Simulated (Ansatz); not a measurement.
# BClHO radical (SMILES [O]BCl): single points off equilibrium

One table from this session's results is given with a row withheld; the runs are named, their logs left out.

Program: Ansatz 0.2.0, Gaussian basis. Level of theory: single points in def2-TZVPP. These are calculated values, not measurements.

Correlated methods freeze the cores. Orbitals are unrestricted.

### Starting geometry

SMILES `[O]BCl`, 4 atoms, charge 0, spin multiplicity 2.

Atoms are counted from 1 here; the program's logs count them from 0.

Bond lengths: O1–B2 1.247 Å, B2–Cl3 1.767 Å, B2–H4 1.197 Å. Angles: O1–B2–Cl3 133.9°, O1–B2–H4 123.1°, Cl3–B2–H4 103.0°.

Coordinates:

| atom | x (Å) | y (Å) | z (Å) |
| --- | --- | --- | --- |
| O1 | 1.36800 | 0.06660 | -0.39000 |
| B2 | 0.18090 | -0.05490 | -0.02940 |
| Cl3 | -1.29280 | 0.87020 | -0.33560 |
| H4 | -0.19900 | -0.93970 | 0.68110 |

The first run:

run/in.yaml

```yaml
crystal:
  periodic: [false, false, false]
  atoms:
    - {symbol: O, position_ang: [1.368000, 0.066600, -0.390000]}
    - {symbol: B, position_ang: [0.180900, -0.054900, -0.029400]}
    - {symbol: Cl, position_ang: [-1.292800, 0.870200, -0.335600]}
    - {symbol: H, position_ang: [-0.199000, -0.939700, 0.681100]}
basis:
  gaussian: {orbitals: def2-TZVPP}
magnetization: {spin_polarized: true, initial_magnetization: 1}
correlation: {method: ccsd_t}
scf: {omitted_lower_state_checks: [cluster_reference]}
output: {forces: true}
```

The command line of these runs was not kept.

Among the steps run: CCSD(T)/def2-TZVPP; PBE0-D4/def2-TZVPP; wB97M-V/def2-TZVPP; r2SCAN-D4/def2-TZVPP; PBE-D4/def2-TZVPP; BHLYP-D4/def2-TZVPP; LC-wPBE/def2-TZVPP.

One table of the session follows, with a row left open; its other results are not shown here.

```
   method  RMS force component (eV/Å)  angle to CCSD(T) forces (°)  dipole (D)
  CCSD(T)                       1.475                    reference        0.88
  PBE0-D4                       1.106                          6.3        1.05
  wB97M-V                       1.198                          2.8        0.98
r2SCAN-D4                       1.023                          9.1        1.16
   PBE-D4                       0.956                         19.2        1.36
 BHLYP-D4                           ?                            ?           ?
  LC-wPBE                       1.248                          7.0        0.97
```

Estimate the missing values for BHLYP-D4.

The run gave: RMS force component (eV/Å): 1.436; angle to CCSD(T) forces (°): 8.6; dipole (D): 0.80. In the column «RMS force component (eV/Å)» it lies between LC-wPBE (1.248) and CCSD(T) (1.475).
